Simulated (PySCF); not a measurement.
Species: (CH3)2CHCH2F, C4H9F.
Atom-mapped SMILES: `[CH3:1][CH:2]([CH3:3])[CH2:4][F:5]` (hydrogens: H6, H7, H8 on C1; H9 on C2; H10, H11, H12 on C3; H13, H14 on C4)

Level of theory: PBE0-D3(BJ)/def2-TZVP geometry optimisation, gas phase in PySCF.

Problem. What internal coordinates does the optimisation give?

Solution. 
```
                  bond  length (Å)
          C1–C2, C2–C3       1.521
                 C2–C4       1.512
                 C4–F5       1.385
C1–H6 and 5 like bonds       1.093
                 C2–H9       1.097
        C4–H13, C4–H14       1.096
```

Bonds in one row agree within 0.01 Å and their mean is given. A selection of angles:
```
     angle  degrees
  C2–C1–H6    110.9
  H6–C1–H7    107.7
  C1–C2–C3    111.7
  C1–C2–C4    111.2
  C1–C2–H9    108.8
  C3–C2–C4    109.3
  C4–C2–H9    107.1
  C2–C4–F5    111.0
 C2–C4–H13    110.7
 F5–C4–H13    107.5
H13–C4–H14    108.9
```

Dihedral angles: C1–C2–C4–F5 61° (synclinal). The mirror-image conformer, all signs reversed, is as good.

Of the pairs four or more bonds apart, F5···H8 is among the closest relative to their van der Waals radii: 2.58 Å, 97 % of the sum of Bondi's values.

Point group: C1 (no symmetry element, even within 0.4 Å). Not checked by PBE0-D3(BJ)/def2-TZVP frequencies. The numbers are those of one conformer.

The run took 2.1 min wall on one thread, Arm Neoverse V1 (aarch64) (shared host), and the process peaked at 1.0 GiB of memory. This is the geometry optimisation.
